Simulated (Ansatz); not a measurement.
One change: `NC1=COC1` becomes `FC1=COC1`.

Ansatz, PBE0-D4/def2-TZVP geometries, multiplicity 1. Each molecule was computed in one conformer, which needn't be the lowest.

| property | `NC1=COC1` |
| --- | --- |
| HOMO–LUMO gap (PBE0/def2-TZVPP) / eV | 6.32 |
| HOMO–LUMO gap (ωB97M-V/def2-TZVPP) / eV | 9.96 |
| HOMO–LUMO gap (PBE/def2-TZVPP) / eV | 4.23 |
| size of the dipole moment (ωB97M-V/def2-TZVPP) / D | 2.56 |
| LUMO energy (B3LYP/def2-TZVPP) / eV | 0.46 |
| LUMO energy (ωB97M-V/def2-TZVPP) / eV | 2.23 |

What does the change do to each property? (Estimate.)

Computed: 
| property | `FC1=COC1` | shift |
| --- | --- | --- |
| HOMO–LUMO gap (PBE0/def2-TZVPP) / eV | 7.12 | 0.80 |
| HOMO–LUMO gap (ωB97M-V/def2-TZVPP) / eV | 11.53 | 1.57 |
| HOMO–LUMO gap (PBE/def2-TZVPP) / eV | 4.79 | 0.56 |
| size of the dipole moment (ωB97M-V/def2-TZVPP) / D | 0.41 | -2.15 |
| LUMO energy (B3LYP/def2-TZVPP) / eV | 0.27 | -0.19 |
| LUMO energy (ωB97M-V/def2-TZVPP) / eV | 2.67 | 0.44 |

With PBE0 the HOMO falls by 1.08 eV and the LUMO falls by 0.28 eV, so the gap widens by about 0.80 eV. PBE moves the HOMO by -0.97 eV and ωB97M-V by -1.14 eV. The zero-point energy changes by -64.7 kJ/mol with -6 modes. Dipoles are sizes alone; their direction can turn.

B3LYP here is the variant with VWN-RPA as its local correlation; programs differ in this.
